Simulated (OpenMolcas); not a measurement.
**BClF (SMILES F[B]Cl), step by step**

Aim: the energy (UHF/STO-3G), then the energy (CASSCF(3,3)/STO-3G), then a single-point energy (CASPT2(3,3)/STO-3G), then a single-point energy (SC-NEVPT2(3,3)/STO-3G), then a single-point energy (MRCI(3,3)/STO-3G) of BClF. 

The results are computed with OpenMolcas 26.06.

2 further runs of the same task are left out: 1 for a known fault of the program, 1 set aside as unsound or not needed.

## (1) Starting point

BClF: 3 atoms, total charge 0, spin state doublet. As SMILES, `F[B]Cl`. The B2–Cl3 distance was set to 2.547 Å, away from the relaxed value.

Bond lengths: F1–B2 1.321 Å. A long bond or contact: B2–Cl3 2.547 Å.

## (2) A single-point energy at UHF/STO-3G (run 1)

The input, coord.xyz:

```xyz
3

F      0.397706     1.903307     0.415455
B     -0.519414     1.145997    -0.158345
Cl    -0.134740    -1.371190    -0.217610
```

The input, step1.inp:

```
&gateway
  baslib
  $CurrDir
  coord
  coord.xyz
  basis
  STO-3G
  group
  NoSym

&seward

&scf
  uhf
  spin
  2
  scramble
  0.25
  prorbitals
  1 1
```

The basis set STO-3G is read from a file made from the Basis Set Exchange's data (not shown).

Started as:

```bash
$ export MOLCAS_MEM=1860
$ pymolcas step1.inp > step1.log
```

What it wrote:

```text
--- Start Module: gateway ---
[...]
--- Stop Module: gateway /rc=_RC_ALL_IS_WELL_ ---
--- Start Module: seward ---
[...]
      Basis functions           19
--- Stop Module: seward /rc=_RC_ALL_IS_WELL_ ---
--- Start Module: scf ---
[...]
       Convergence after  20 Iterations
[...]
::    Total SCF energy                               -576.9189242076
[...]
      Total spin, S                                     0.5720932437
[...]
      Total electronic charge=   31.000000
      Total            charge=   -0.000000
[...]
      Dipole Moment (debye):
      Origin of the operator (angstrom)=   -0.0442    0.0127   -0.0225
                   X= -1.8618E-01               Y=  2.9863E+00               Z=  2.1573E-01           Total=  2.9998E+00
      Quadrupole Moment (debye*angstrom):
[...]
--- Stop Module: scf /rc=_RC_ALL_IS_WELL_ ---
[...]
```

It took 1.3 s on 1 thread of Intel Xeon 6975P-C (Granite Rapids), shared host; peak memory 0.37 GiB.

## (3) The energy at CASSCF(3,3)/STO-3G (run 2)

coord.xyz is that of step 2.

The input, step2.inp:

```
* BClF CASSCF
&GATEWAY
BasLib=$CurrDir
Coord=coord.xyz
Basis=STO-3G
Group=NoSym
&SEWARD
&RASSCF
FileOrb=$CurrDir/step1.UnaOrb
Spin=2
Nactel=3 0 0
Inactive=14
Ras2=3
OrbListing=Nothing
```

The basis set STO-3G is read from a file made from the Basis Set Exchange's data (not shown).

Started as:

```bash
$ export MOLCAS_MEM=1860
$ pymolcas step2.inp > step2.log
```

What it wrote:

```text
--- Start Module: gateway ---
[...]
--- Stop Module: gateway /rc=_RC_ALL_IS_WELL_ ---
--- Start Module: seward ---
[...]
      Basis functions           19
--- Stop Module: seward /rc=_RC_ALL_IS_WELL_ ---
--- Start Module: rasscf ---
[...]
      Number of active orbitals                  3
[...]
      Spin quantum number                      0.5
[...]
      Active orbitals                            3
[...]
      Number of CSFs                             8
[...]
      Number of root(s) required                 1
[...]
      Convergence after 15 iterations
[...]
      printout of CI-coefficients larger than  0.05 for root  1
      energy=    -576.934139
      conf/sym  111     Coeff  Weight
             1  2u0   0.96564 0.93245
             4  udu  -0.18346 0.03366
             5  02u   0.07454 0.00556
             6  uud  -0.10474 0.01097
             8  0u2   0.12680 0.01608
      Natural orbitals and occupation numbers for root  1
      sym 1:   1.910954   1.005110   0.083936
      ************************************************************************************************************************
      *                                                    Final results                                                     *
[...]
::    RASSCF root number  1 Total energy:   -576.93413928
[...]
      Total electronic charge=   31.000000
      Total            charge=   -0.000000
[...]
      Dipole Moment (debye):
      Origin of the operator (angstrom)=   -0.0442    0.0127   -0.0225
                   X= -2.7783E-01               Y=  2.8533E+00               Z=  1.5234E-01           Total=  2.8708E+00
      Quadrupole Moment (debye*angstrom):
[...]
--- Stop Module: rasscf /rc=_RC_ALL_IS_WELL_ ---
[...]
```

It took 1.2 s on 1 thread of Intel Xeon 6975P-C (Granite Rapids), shared host; peak memory 0.37 GiB.

## (4) A single-point energy at CASPT2(3,3)/STO-3G (run 3)

coord.xyz is that of step 3.

The input, step3.input:

```
* BClF CASPT2
&GATEWAY
BASLIB=$CurrDir
COORD=coord.xyz
BASIS=STO-3G
GROUP=NoSym
&SEWARD
&RASSCF
FILEORB=$CurrDir/step2.RasOrb
SPIN=2
NACTEL=3 0 0
INACTIVE=14
RAS2=3
ORBLISTING=Nothing
&CASPT2
IMAGINARY=0.1
FROZEN=7
```

The basis set STO-3G is read from a file made from the Basis Set Exchange's data (not shown).

Started as:

```bash
$ export MOLCAS_MEM=1860
$ pymolcas step3.input > step3.log
```

What it wrote:

```text
--- Start Module: gateway ---
[...]
--- Stop Module: gateway /rc=_RC_ALL_IS_WELL_ ---
[...]
      Basis functions           19
[...]
--- Start Module: rasscf ---
[...]
      Number of active orbitals                  3
[...]
      Spin quantum number                      0.5
[...]
      Active orbitals                            3
[...]
      Number of CSFs                             8
[...]
      Number of root(s) required                 1
[...]
      Convergence after  4 iterations
[...]
      printout of CI-coefficients larger than  0.05 for root  1
      energy=    -576.934139
      conf/sym  111     Coeff  Weight
             1  2u0   0.96564 0.93245
             4  udu  -0.18346 0.03366
             5  02u   0.07454 0.00556
             6  uud  -0.10474 0.01097
             8  0u2   0.12680 0.01608
      Natural orbitals and occupation numbers for root  1
      sym 1:   1.910954   1.005109   0.083936
      ************************************************************************************************************************
      *                                                    Final results                                                     *
[...]
::    RASSCF root number  1 Total energy:   -576.93413928
[...]
      Total electronic charge=   31.000000
      Total            charge=   -0.000000
[...]
      Dipole Moment (debye):
      Origin of the operator (angstrom)=   -0.0442    0.0127   -0.0225
                   X= -2.7784E-01               Y=  2.8533E+00               Z=  1.5233E-01           Total=  2.8708E+00
      Quadrupole Moment (debye*angstrom):
[...]
--- Stop Module: rasscf /rc=_RC_ALL_IS_WELL_ ---
--- Start Module: caspt2 ---
[...]
      E2 (Variational):          -0.0552287754
      Total energy:            -576.9893680573
[...]
      Reference weight:           0.97203
[...]
::    CASPT2 Root  1     Total energy:   -576.98936806
[...]
```

Run time: 1.2 s. Hardware: 1 thread of Intel Xeon 6975P-C (Granite Rapids), shared host; peak memory 0.37 GiB.

## (5) The energy at SC-NEVPT2(3,3)/STO-3G (run 4)

coord.xyz is that of step 4.

The input, step4.input:

```
>>> EXPORT MOLCAS_PRINT=2

&GATEWAY
  BasLib=$CurrDir
  Coord=coord.xyz
  Basis=STO-3G
  Group=NoSym

&SEWARD

&RASSCF
  FileOrb=$CurrDir/step2.RasOrb
  Spin=2
  Nactel=3 0 0
  Inactive=14
  Ras2=3
  OrbListing=Nothing

&CASPT2
  SC-NEVPT2
  Frozen=7
```

The basis set STO-3G is read from a file made from the Basis Set Exchange's data (not shown).

Started as:

```bash
$ export MOLCAS_MEM=1860
$ pymolcas step4.input > step4.log
```

What it wrote:

```text
--- Start Module: gateway ---
[...]
--- Stop Module: gateway /rc=_RC_ALL_IS_WELL_ ---
[...]
      Basis functions           19
[...]
--- Start Module: rasscf ---
[...]
      Number of active orbitals                  3
[...]
      Spin quantum number                      0.5
[...]
      Active orbitals                            3
[...]
      Number of CSFs                             8
[...]
      Number of root(s) required                 1
[...]
      Convergence after  4 iterations
[...]
      printout of CI-coefficients larger than  0.05 for root  1
      energy=    -576.934139
      conf/sym  111     Coeff  Weight
             1  2u0   0.96564 0.93245
             4  udu  -0.18346 0.03366
             5  02u   0.07454 0.00556
             6  uud  -0.10474 0.01097
             8  0u2   0.12680 0.01608
      Natural orbitals and occupation numbers for root  1
      sym 1:   1.910954   1.005109   0.083936
      ************************************************************************************************************************
      *                                                    Final results                                                     *
[...]
::    RASSCF root number  1 Total energy:   -576.93413928
[...]
      Total electronic charge=   31.000000
      Total            charge=   -0.000000
[...]
      Dipole Moment (debye):
      Origin of the operator (angstrom)=   -0.0442    0.0127   -0.0225
                   X= -2.7784E-01               Y=  2.8533E+00               Z=  1.5233E-01           Total=  2.8708E+00
      Quadrupole Moment (debye*angstrom):
[...]
--- Start Module: caspt2 ---
[...]
      E2 (Variational):          -0.0531183512
[...]
      E2 (Variational):          -0.0529776949
      Total energy:            -576.9871169769
[...]
      Reference weight:           0.97417
[...]
::    SC-NEVPT2 Root  1     Total energy:   -576.98711698
[...]
```

Run time: 1.2 s. Hardware: 1 thread of Intel Xeon 6975P-C (Granite Rapids), shared host; peak memory 0.37 GiB.

## (6) The energy at MRCI(3,3)/STO-3G (run 5)

coord.xyz is that of step 5.

The input, step5.input:

```
&GATEWAY
  BasLib=$CurrDir
  Coord=coord.xyz
  Basis=STO-3G
  Group=NoSym

&SEWARD

&RASSCF
  FileOrb=$CurrDir/step2.RasOrb
  Spin=2
  Nactel=3 0 0
  Inactive=14
  Ras2=3
  OrbListing=Nothing

&MOTRA
  LumOrb
  Frozen=7

&GUGA
  Electrons=17
  Spin=2
  Inactive=7
  Active=3
  CIAll=1

&MRCI
  SDCI
```

The basis set STO-3G is read from a file made from the Basis Set Exchange's data (not shown).

Started as:

```bash
$ export MOLCAS_MEM=1860
$ pymolcas step5.input > step5.log
```

What it wrote:

```text
--- Start Module: gateway ---
[...]
      Basis functions           19
[...]
      Number of active orbitals                  3
[...]
      Spin quantum number                      0.5
[...]
      Active orbitals                            3
[...]
      Number of CSFs                             8
[...]
      Number of root(s) required                 1
[...]
      Convergence after  4 iterations
[...]
      printout of CI-coefficients larger than  0.05 for root  1
      energy=    -576.934139
      conf/sym  111     Coeff  Weight
             1  2u0   0.96564 0.93245
             4  udu  -0.18346 0.03366
             5  02u   0.07454 0.00556
             6  uud  -0.10474 0.01097
             8  0u2   0.12680 0.01608
      Natural orbitals and occupation numbers for root  1
      sym 1:   1.910954   1.005109   0.083936
      ************************************************************************************************************************
      *                                                    Final results                                                     *
[...]
::    RASSCF root number  1 Total energy:   -576.93413928
[...]
      Dipole Moment (debye):
      Origin of the operator (angstrom)=   -0.0442    0.0127   -0.0225
                   X= -2.7784E-01               Y=  2.8533E+00               Z=  1.5233E-01           Total=  2.8708E+00
      Quadrupole Moment (debye*angstrom):
[...]
       (But an ACPF correction will be computed)
       USE THE DEFAULT ACPF G-VALUE GFAC=  0.11764705882352941
[...]
                      CI ENERGY:  -577.00078744
[...]
                ACPF CORRECTION:    -0.00384221
[...]
      Total electronic charge=   31.000000
      Total            charge=   -0.000000
[...]
     ACPF CORRECTION:     -0.00384221
[...]
  CI State   1     Total energy:   -577.00078744     QDav:     -0.00438824     QACPF:     -0.00384221
[...]
```

Run time: 1.5 s. Hardware: 1 thread of Intel Xeon 6975P-C (Granite Rapids), shared host; peak memory 0.37 GiB.

## (7) What came out

| quantity | value |
| --- | --- |
| run 1, UHF/STO-3G: total energy | -576.91892 Eh |
| run 1, UHF/STO-3G: dipole moment | 3.00 D |
| run 1, UHF/STO-3G: HOMO energy (highest over α and β) | -8.94 eV |
| run 1, UHF/STO-3G: LUMO energy (lowest over α and β) | 2.66 eV |
| run 1, UHF/STO-3G: ⟨S²⟩ | 0.899 |
| run 2, CASSCF(3,3)/STO-3G: total energy | -576.93414 Eh |
| run 2, CASSCF(3,3)/STO-3G: dipole moment (CASSCF density) | 2.87 D |
| run 3, CASPT2(3,3)/STO-3G: total energy | -576.98937 Eh |
| run 3, CASPT2(3,3)/STO-3G: dipole moment (CASSCF density) | 2.87 D |
| run 4, SC-NEVPT2(3,3)/STO-3G: total energy | -576.98712 Eh |
| run 4, SC-NEVPT2(3,3)/STO-3G: dipole moment (CASSCF density) | 2.87 D |
| run 5, MRCI(3,3)/STO-3G: total energy | -577.00079 Eh |
| run 5, MRCI(3,3)/STO-3G: dipole moment (CASSCF density) | 2.87 D |

⟨S²⟩ (run 1, UHF/STO-3G) is 0.90 where a pure doublet has 0.75: the reference is spin-contaminated. Mulliken charges (run 3, CASPT2(3,3)/STO-3G) of the CASSCF density run from -0.21 on Cl3 to +0.37 on B2; they depend strongly on the basis. Mulliken charges (run 4, SC-NEVPT2(3,3)/STO-3G) of the CASSCF density run from -0.21 on Cl3 to +0.37 on B2; they depend strongly on the basis. Mulliken charges (run 5, MRCI(3,3)/STO-3G) of the CASSCF density run from -0.21 on Cl3 to +0.37 on B2; they depend strongly on the basis.
